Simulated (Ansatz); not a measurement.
# H₂Ti₆O₁₃ (C2/m, No. 12; cell taken from a computed entry)

Method: PBEsol in Ansatz (plane waves, PAW).

Run with plane-wave cutoff 520 eV, 10×10×4 k mesh (along the axes of the cell as run), Fermi–Dirac smearing 0.01 eV, no spin polarisation, scalar-relativistic PAW data made under PBE.

Cell: relaxed with PBEsol: a = 14.522 Å, b = 3.733 Å, c = 9.247 Å, α = γ = 90.00°, β = 96.44°.

```
Item                                           Value
-------------------------------------------  -------
band gap                                     3.01 eV
smallest direct gap on the k points sampled  3.03 eV
direct gap at Γ                              3.07 eV
```

Static lattice: no zero-point or thermal effects.

Computing time: very roughly 6 core-minutes.

Ansatz is an electronic-structure program.
